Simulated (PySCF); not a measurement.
Compound: BH6N.
Bonds: B1–N2. Hydrogens: H3, H4, H5 on B1; H6, H7, H8 on N2.

The closed-shell ground state was solved at several levels (PySCF, density fitting, gas phase, non-relativistic). Isolated species at its PBE0-D3(BJ)/def2-TZVP geometry, gas phase.

```csv
level,basis functions,total energy (Eh),HOMO (eV),LUMO (eV),gap (eV),dipole (D)
PBE0/pcSseg-2,156,-83.1385,-7.79,-0.36,7.43,5.43
KT3/pcSseg-2,156,-84.5432,-6.55,-1.37,5.18,5.30
B97-2/pcSseg-2,156,-83.2196,-7.54,-0.34,7.20,5.42
CAM-B3LYP/aug-cc-pVTZ,230,-83.1994,-9.29,-0.37,8.92,5.34
wB97X-D/pcSseg-2,156,-83.2256,-9.74,1.42,11.16,5.49
PBE0/aug-cc-pVTZ,230,-83.1368,-7.80,-0.80,7.00,5.32
```

**Question.** What might wB97X-D/aug-cc-pVTZ (230 basis functions) give for the same quantities?

**Answer.** Total energy -83.2235 Eh, HOMO -9.76 eV, LUMO 0.37 eV, gap 10.13 eV, dipole 5.38 D.

**Question.** Over all these levels, which gives the widest orbital gap and which the narrowest?

**Answer.** wB97X-D/pcSseg-2 (range-separated hybrid) has the widest, 11.16 eV, and KT3/pcSseg-2 (GGA) the narrowest, 5.18 eV. The two share the basis. From the narrowest to the widest the HOMO moves by -3.19 eV and the LUMO by +2.79 eV.

**Question.** In the pcSseg-2 basis, how does the gap go with the fixed share of exact exchange?

**Answer.** KT3 (0 %) 5.18 eV; B97-2 (21 %) 7.20 eV; PBE0 (25 %) 7.43 eV. Each rise in the share widens the gap here.

**Question.** How far do the dipole and the HOMO energy spread over the levels?

**Answer.** The dipole runs from 5.30 to 5.49 D (mean 5.38 D) and the HOMO from -9.76 to -6.55 eV.

Note: wB97X-D ran without an empirical dispersion term, which enters the total energy and its gradient alone.
